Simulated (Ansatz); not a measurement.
# H₂O+ (doublet): the correlation ladder at a displaced geometry (v1), cc-pVTZ

How much of the correlation energy of H₂O+ (doublet) does each wave-function method recover here?

Computed with Ansatz 0.2.0, Gaussian basis. Level: cc-pVTZ, correlated electrons: outside noble gas.

The runs, in order: UHF; CCSD(T) on ROHF; CCSD(T) on UHF; BCCD(T) on ROHF; CISD; CCSDT(Q) on ROHF; CCSDT(Q) on UHF; CASSCF and MRCISD+Q, 7 electrons in 6 orbitals; CASSCF and NEVPT2, 7 electrons in 6 orbitals.

### Step 1. What is computed

The geometry is a PBE0/def2-TZVP stationary point (not a proven minimum) with its atoms shifted at random (size 0.040 Å).

3 atoms, charge 1, spin multiplicity 2.

Atoms are counted from 1 here; the program's logs count them from 0.

Bond lengths: O1–H2 1.004 Å, O1–H3 0.988 Å. Angles: H2–O1–H3 107.0°.

In the tables R marks a restricted open-shell determinant and U an unrestricted one; 'valence' is the active space of 7 electrons in 6 orbitals; correlation energies count from the lowest restricted Hartree-Fock solution.

### Step 2. UHF

Input file in.yaml:

```yaml
crystal:
  periodic: [false, false, false]
  atoms:
    - {symbol: O, position_ang: [-0.002590, -0.066119, 0.003632]}
    - {symbol: H, position_ang: [-0.003424, 0.495110, -0.828661]}
    - {symbol: H, position_ang: [0.044540, 0.554420, 0.771006]}
basis:
  gaussian: {orbitals: cc-pVTZ}
total_charge: 1
magnetization: {spin_polarized: true, initial_magnetization: 1}
hamiltonian: {xc: hf}
output: {orbitals: {seedname: orbitals}}
```

On the command line:

```bash
$ ansatz run in.yaml --threads 1 --pin off --events-out ev --progress --plain --max-ram 2393MiB
```

After this run come: CCSD(T) on ROHF; CCSD(T) on UHF; BCCD(T) on ROHF; CISD; CCSDT(Q) on ROHF; CCSDT(Q) on UHF; CASSCF and MRCISD+Q, 7 electrons in 6 orbitals; CASSCF and NEVPT2, 7 electrons in 6 orbitals.

**Question.** What will the summary of the whole plan be? Wanted: correlation energy, UCCSDT(Q); RMP2 from UCCSDT(Q); UMP2 from UCCSDT(Q); RCCSD from UCCSDT(Q); RCCSD(T) from UCCSDT(Q); UCCSD(T) from UCCSDT(Q); RCCSDT(Q) from UCCSDT(Q); NEVPT2 valence from UCCSDT(Q); MRCISD+Q valence from UCCSDT(Q).

As calculated:

| quantity | value |
| --- | --- |
| correlation energy, UCCSDT(Q) | -6.1214 eV |
| RMP2 from UCCSDT(Q) | +12.92 kcal/mol |
| UMP2 from UCCSDT(Q) | +13.12 kcal/mol |
| RCCSD from UCCSDT(Q) | +3.46 kcal/mol |
| RCCSD(T) from UCCSDT(Q) | +0.32 kcal/mol |
| UCCSD(T) from UCCSDT(Q) | +0.29 kcal/mol |
| RCCSDT(Q) from UCCSDT(Q) | +0.04 kcal/mol |
| NEVPT2 valence from UCCSDT(Q) | +15.78 kcal/mol |
| MRCISD+Q valence from UCCSDT(Q) | +0.55 kcal/mol |
| levels of the table within 1 kcal/mol (43 meV) | RCCSD(T), UCCSD(T), BCCD(T), RCCSDT, UCCSDT, RCCSDT(Q), MRCISD+Q valence |
| T1 diagnostic | 0.013 |
| effectively unpaired electrons | 1.01 |

**Reading.** RCCSD(T) misses by +0.32 kcal/mol, 0.2 % of the correlation energy. One determinant dominates. Of the multireference levels listed MRCISD+Q valence comes nearest in total energy (+0.55 kcal/mol), which doesn't show that its space is the better one. These misses are within one basis, not against nature; the frozen cores of restricted and unrestricted runs differ, which can shift their rows.
